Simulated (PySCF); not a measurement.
Below is a simulated gas-phase Si 2p photoelectron spectrum of `N[SiH2]N`.

Every computed line was given a Gaussian of 0.8 eV full width at half maximum and an area set by the number of equivalent atoms (split 2:1 within a doublet); the highest printed point is 100. Theory: PySCF 2.14.0, delta-SCF UKS SCAN, pcX-2 on the ionised atom, pcseg-1 elsewhere, spin-free X2C.

(binding energy (eV), intensity): (105.7, 0), (105.8, 0), (105.9, 1), (106.0, 3), (106.1, 6), (106.2, 11), (106.3, 19), (106.4, 31), (106.5, 46), (106.6, 63), (106.7, 79), (106.8, 91), (106.9, 99), (107.0, 100), (107.1, 96), (107.2, 89), (107.3, 81), (107.4, 72), (107.5, 64), (107.6, 54), (107.7, 45), (107.8, 35), (107.9, 25), (108.0, 17), (108.1, 11), (108.2, 6), (108.3, 3), (108.4, 2), (108.5, 1), (108.6, 0), (108.7, 0)

Q: How many maxima does the curve show, and how many computed lines lie under it?

A: The curve has 1 maximum (at 107.0 eV). Under it lie 2 lines from 1 inequivalent silicon site, drawn as a 2p3/2, 2p1/2 pair. At this width some lines have no maximum of their own.

Q: Decompose the envelope and assign each component. Numbering: `[NH2:1][SiH2:2][NH2:3]`.

A: 
```csv
position (eV),relative area,line,atoms,environment
106.90,0.67,Si 2p3/2,Si2,SiH2 silicon
107.52,0.33,Si 2p1/2,Si2,SiH2 silicon
```

Q: What are the centre and the root-mean-square width of the whole band?

A: The area-weighted mean of the lines is 107.10 eV. Their own spread about it is 0.29 eV (rms) and each Gaussian has σ = 0.8/2.355 = 0.34 eV; the variances add, which gives 0.45 eV.

The curve has no shake-up lines and no vibrational structure. Spin–orbit coupling isn't in the SCF: each 2p doublet comes from a relaxed spin-free hole plus a matrix of the shell (mean-field spin–orbit coupling and the ground-state 2p splitting), with 2p3/2 averaged over its two sublevels. 2p1/2 minus 2p3/2 (ligand field included): Si 0.62 eV. One conformer (not necessarily the lowest) at the PBE0-D3(BJ)/def2-SVP geometry, without solvent, vibrations or thermal averaging.

The values belong to the conformer `[NH2:1][SiH2:2][NH2:3]`: H–N1–Si2–N3 58°, H–N1–Si2–N3 -153°, H–N3–Si2–N1 -154°, H–N3–Si2–N1 59°.
